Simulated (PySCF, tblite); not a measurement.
**Complex of hydrogen cyanide and ammonia**

A gas-phase complex of hydrogen cyanide and ammonia; neutral, singlet. The structure comes from a short search (6 tight-binding starts) and was relaxed by PBE0-D3(BJ)/def2-TZVPD; another way of binding may lie lower. Frequencies by PBE0-D3(BJ)/def2-TZVPD show no clear imaginary mode.

```
part              name  SMILES  atoms  charge  multiplicity
   1  hydrogen cyanide     C#N    1–3       0             1
   2           ammonia       N    4–7       0             1
```

| atom | part | x (Å) | y (Å) | z (Å) |
| --- | --- | --- | --- | --- |
| C1 | 1 | 0.327 | -0.125 | -0.047 |
| N2 | 1 | 1.003 | -0.571 | -0.860 |
| H3 | 1 | -0.308 | 0.304 | 0.727 |
| N4 | 2 | -1.499 | 1.112 | 2.181 |
| H5 | 2 | -1.247 | 0.782 | 3.106 |
| H6 | 2 | -1.433 | 2.123 | 2.201 |
| H7 | 2 | -2.477 | 0.883 | 2.042 |

Contacts between parts, classed by geometry: H3···N4 2.046 Å (C–H hydrogen bond, 180°).

Interaction energies are complex less parts, with the parts frozen as they stand in it; counterpoise-corrected, in kcal/mol (PySCF). The CCSD(T) estimate is Hartree-Fock/aug-cc-pVQZ, plus the MP2 correlation part extrapolated as X⁻³ from aug-cc-pVTZ and aug-cc-pVQZ, plus CCSD(T) less MP2 in aug-cc-pVDZ; noble-gas cores are frozen. It isn't the exact limit.

```tsv
level	interaction	superposition error removed
Hartree-Fock/aug-cc-pVQZ	-5.46	-
wB97M-D3(BJ)/def2-TZVPD	-6.91	-0.25
PBE0-D3(BJ)/def2-TZVPD	-7.51	-0.22
MP2/aug-cc-pVQZ	-6.55	-0.25
```

Task: What does CCSD(T) at its estimated basis limit give, and which of these levels comes nearest?

Result: -6.47 kcal/mol. MP2/aug-cc-pVQZ is nearest, off by -0.08; the errors are Hartree-Fock/aug-cc-pVQZ +1.01, wB97M-D3(BJ)/def2-TZVPD -0.45, PBE0-D3(BJ)/def2-TZVPD -1.04, MP2/aug-cc-pVQZ -0.08.

Task: What holds them together? Decompose the wB97M-D3(BJ)/def2-TZVPD energy: frozen parts, their antisymmetrised product, then relaxation.

Result: electrostatic -11.7, Pauli repulsion +10.1, orbital relaxation -4.8, dispersion correction -0.8 kcal/mol, which sum to the value before the counterpoise correction; the Pauli term holds the exchange-correlation of the frozen density too. Of the attraction, 67 % is electrostatic, 28 % is orbital relaxation, 5 % is dispersion correction.

The parts were also relaxed and run alone, at the levels used for the complex: vibrations by PBE0-D3(BJ)/def2-TZVPD; shieldings by PBE0/pcSseg-2; core levels by delta-SCF with SCAN, pcX-2 on the ionised atom and pcseg-1 elsewhere, spin-free X2C.

Values alone: C1–H3 bond (Å): 1.069; stretch carried by H3 (cm⁻¹, harmonic): 3457; its infrared intensity (km/mol): 67; shielding of H3 (ppm): 29.01; shielding of N4 (ppm): 263.7; shielding of C1 (ppm): 71.5; C1 1s core level (eV): 293.41; N2 1s core level (eV): 406.64; N4 1s core level (eV): 405.54.

Task: What does binding change?

Result: 
```csv
property,alone,in the complex,change
C1–H3 bond (Å),1.069,1.090,+0.021
"stretch carried by H3 (cm⁻¹, harmonic)",3457,3150,-306
its infrared intensity (km/mol),67,677,
shielding of H3 (ppm),29.01,24.24,-4.77
shielding of N4 (ppm),263.7,251.9,-11.7
shielding of C1 (ppm),71.5,64.1,-7.4
C1 1s core level (eV),293.41,292.12,-1.29
N2 1s core level (eV),406.64,405.51,-1.13
N4 1s core level (eV),405.54,406.42,+0.88
```

The core-hole states of C1, N2 are spin-contaminated (⟨S²⟩ 0.83, 0.82 against 0.75 for a pure doublet), so those values and differences from them are less sure.

Task: What are the binding energy from relaxed parts (wB97M-D3(BJ)/def2-TZVPD), and ΔH and ΔG of association at 298.15 K and 1 atm?

Result: -6.66 kcal/mol, -5.14 with zero-point energy; ΔH -5.5 and ΔG +1.9 kcal/mol, from harmonic vibrations by PBE0-D3(BJ)/def2-TZVPD with low modes damped.
